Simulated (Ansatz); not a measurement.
**InH$_{2}$⁺, singlet in def2-TZVPP: errors against full CI**

Geometry: a point of a breathe scan, not a stationary point.

```yaml
atoms:
  - { symbol: In, position_ang: [0.0000, 0.0000, 0.0000] }
  - { symbol: H, position_ang: [0.0000, 0.0000, -1.8669] }
  - { symbol: H, position_ang: [0.0000, 0.0000, 1.8669] }
```

Basis def2-TZVPP with its core potentials; Ansatz 0.2.0. Correlated methods freeze the noble-gas cores and the filled d shells of p-block atoms, which leaves 4 electrons in 69 orbitals. Prefix R: restricted or restricted open-shell reference. Active spaces: pair = (2e, 2o) about the gap; valence = (4e, 6o) chosen from the atoms' valence shells. No spin–orbit coupling is included; scalar relativity enters through the core potentials alone.

Full CI is exact within this basis and frozen core; it isn't the basis-set limit.

```
UHF ⟨S²⟩                          : 0.000
T1 diagnostic (RCCSD)             : 0.0152
largest doubles amplitude (RCCSD) : 0.139
```

```tsv
level	E − E(full CI) (kcal/mol)	share of correlation (%)	wall time
RHF	48.61	0.00	–
RMP2	12.45	74.38	–
RCCSD	0.92	98.12	–
RCCSD(T)	0.25	99.49	6.5 s
BCCD(T)	0.23	99.52	4.6 s
RCCSDT	0.02	99.95	–
RCCSDT(Q)	0.01	99.99	22 s
CASSCF (pair space)	35.65	26.65	–
NEVPT2 (pair space)	10.42	78.57	8.5 s
CASSCF (valence space)	18.30	62.36	–
NEVPT2 (valence space)	4.48	90.78	9 s
MRCISD (valence space)	-0.05	100.10	–
MRCISD+Q (valence space)	-0.37	100.77	12 s
```

The correlation energy at full CI, counted from RHF, is -2.108 eV. That run took 19 s on 1 thread of Intel Xeon, shared host over 708,032 determinants.

Times hold each run's SCF and search for its determinant on a shared host, so for small cases they say little of a method's own cost; they ran on 1 thread of Intel Xeon.

More than 5 meV below full CI, which no variational method can be: MRCISD+Q (valence space).

The full-CI state has the irrep Ag of D2h, in the program's axes (one component, if the state is degenerate).

Natural occupations of full CI about the gap: 1.948 1.908 0.075 0.019 0.012 0.012 0.006 0.006 0.004 0.003; effectively unpaired electrons, Σ n²(2−n)², 0.06.
